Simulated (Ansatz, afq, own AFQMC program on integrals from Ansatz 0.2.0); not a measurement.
Two steps: Ansatz 0.2.0 writes the Fock matrix and Cholesky factors of the valence space, and afq projects on them the lowest state that overlaps trial and start.

```yaml
crystal:
  periodic: [false, false, false]
  atoms:
    - {symbol: B, position_ang: [0.000000, 0.000000, 1.484785]}
    - {symbol: Al, position_ang: [0.000000, 0.000000, -0.755666]}
    - {symbol: H, position_ang: [0.000000, 1.004980, 2.151421]}
    - {symbol: H, position_ang: [0.000000, -1.004980, 2.151421]}
basis:
  gaussian: {orbitals: cc-pVTZ}
total_charge: 1
magnetization: {spin_polarized: true, initial_magnetization: 1}
correlation: {method: ccsd_t, electrons: outside_noble_gas, hamiltonian_folder: ham}
```

```sh
$ ansatz run in.yaml --threads 1 --pin off --events-out ev --progress --plain --max-ram 16896MiB --backend cuda --devices 0, --max-vram 18GiB
```

afq runs on the folder ham with

```
--method free --trial cisd --walkers 800 --time-step 0.03 --max-blocks 4000 --target-error 0.00032 --factor-cut 1e-05 --seed 5195 --times 0,0.3,0.6,1.2,1.8,2.4,3.6,4.8,6 --taylor-order 8
```

Times are imaginary, in 1/Eh. The walk had a cap of 110 s.

Output of the walk:

```
orbitals 86  electrons 4 3  factors 531 of 547
reference energy -267.45869728 Eh
CCSD correlation -0.14836858 Eh in 12 cycles, weight of the determinant in the CISD state 0.9031
repeat  energy at the last time / Eh  error
    10  -267.612023  0.000392
    20  -267.612310  0.000281
    30  -267.612418  0.000234
time / (1/Eh)  energy / Eh  error  mean overlap
  0.00  -267.607123  0.000026  1.1079
  0.30  -267.609748  0.000045  1.1072
  0.60  -267.610787  0.000039  1.1075
  1.20  -267.611578  0.000047  1.1054
  1.80  -267.611711  0.000053  1.1099
  2.40  -267.611879  0.000069  1.1135
  3.60  -267.612132  0.000119  1.1123
  4.80  -267.612253  0.000107  1.0974
  6.00  -267.612448  0.000229  1.0627
energy -267.612448 +/- 0.000229 Eh
```

The run passed its tests (error under three times the target), which doesn't prove that it has relaxed.

Against this walk (error 6.2 meV) on the same determinant: CCSD(T) 35.6 meV higher, CCSDT(Q) 8.9 meV higher (within the noise). The error is statistical, and a free projection of finite length keeps a remainder of its start. The last points still move (meV from the last: 20.1 ± 1.5 at 1.80, 15.5 ± 1.9 at 2.40, 9 ± 3 at 3.60, 5 ± 3 at 4.80, 0 ± 6 at 6.00), but the last one has reached CCSDT(Q) within the noise or passed it, so little can be left to fall.

Cautions: remainder of the start not in the error.

The walk took 62 s on 1 × NVIDIA H100 80GB HBM3 with 2 threads of AMD EPYC 7R13 Processor (Zen 3), with other jobs on the host (the card was shared). The log's last line is the free-projection energy.

CCSDT and higher add their correlation energy to the determinant of the CCSD(T) run, since their own runs factorise the integrals more tightly (a shift of under 2 meV). A walk keeps the symmetry of its determinant, which the program's search chose and which needn't be the lowest solution, so a lower state of the same spin and another symmetry isn't excluded.
